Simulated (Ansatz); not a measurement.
**CHBN (sextet): the correlation ladder, cc-pVDZ**

The task here is to estimate one member of a computed series from the others.

The runs use Ansatz 0.2.0, Gaussian basis; cc-pVDZ, core rule «outside noble gas», up to 3 orbitals frozen.

Plan: UHF; CCSD(T) on ROHF; CCSD(T) on UHF; BCCD(T) on ROHF; CISD; CCSDT(Q) on ROHF; CCSDT(Q) on UHF; CASSCF and MRCISD+Q, 13 electrons in 11 orbitals; CASSCF and NEVPT2, 13 electrons in 11 orbitals.

19 further runs of the same task are left out: 7 that didn't finish, 12 set aside as unsound or not needed.

### The system

The geometry is a PBE0/def2-TZVP stationary point (not a proven minimum) of the parent state, kept for this charge and spin.

4 atoms, charge 0, spin multiplicity 6.

Atoms are counted from 1 here; the program's logs count them from 0.

Bond lengths: B1–N2 1.277 Å, B1–H4 1.169 Å, N2–C3 1.253 Å. Angles: N2–B1–H4 180.0°, B1–N2–C3 180.0°.

The first run:

Contents of in.yaml:

```yaml
crystal:
  periodic: [false, false, false]
  atoms:
    - {symbol: B, position_ang: [0.000000, 0.000000, 0.659600]}
    - {symbol: N, position_ang: [0.000000, 0.000000, -0.617700]}
    - {symbol: C, position_ang: [0.000000, 0.000000, -1.870800]}
    - {symbol: H, position_ang: [0.000000, 0.000000, 1.828900]}
basis:
  gaussian: {orbitals: cc-pVDZ}
magnetization: {spin_polarized: true, initial_magnetization: 5}
hamiltonian: {xc: hf}
output: {orbitals: {seedname: orbitals}}
```

Started as:

```console
$ ansatz run in.yaml --threads 1 --pin off --events-out ev --progress --plain --max-ram 2393MiB
```

Among the steps run: UHF; CCSD(T) on ROHF; CCSD(T) on UHF; BCCD(T) on ROHF; CISD; CCSDT(Q) on ROHF; CCSDT(Q) on UHF; CASSCF and MRCISD+Q, 13 electrons in 11 orbitals; CASSCF and NEVPT2, 13 electrons in 11 orbitals.

One table of the session follows, with a row left open; its other results are not shown here.

It belongs to the step «Misses and costs». 

```
           method  from RCCSDT(Q) (meV)
             ROHF               +8045.9
              UHF               +7754.8
             RMP2               +1573.5
             UMP2               +1577.3
             CISD               +1102.9
            RCCSD                +579.5
            UCCSD                +574.0
         RCCSD(T)                +350.6
         UCCSD(T)                +351.9
          BCCD(T)                     ?
           RCCSDT                 +87.1
           UCCSDT                 +89.5
        RCCSDT(Q)                     0
        UCCSDT(Q)                   0.0
  CASSCF frontier               +6632.9
  NEVPT2 frontier               +1458.3
  MRCISD frontier                +620.5
MRCISD+Q frontier                +134.1
```

Q: Estimate the row for BCCD(T) from the others.

**Answer.** from RCCSDT(Q) (meV): +351.4. In the column «from RCCSDT(Q) (meV)» it lies between RCCSD(T) (+350.6) and UCCSD(T) (+351.9).

The program flags RCCSDT(Q), UCCSDT(Q) as in doubt (see the logs), so the zero of the table is itself unsure.

Caveats from the session: The report flags that the cluster equations may have other roots. The program flags RCCSDT(Q), UCCSDT(Q) as in doubt, so the zero of the table is itself unsure. Restricted and unrestricted rows rest on different reference determinants; where their highest levels disagree by more than a few hundredths of an eV, they describe different states and don't form one ladder.
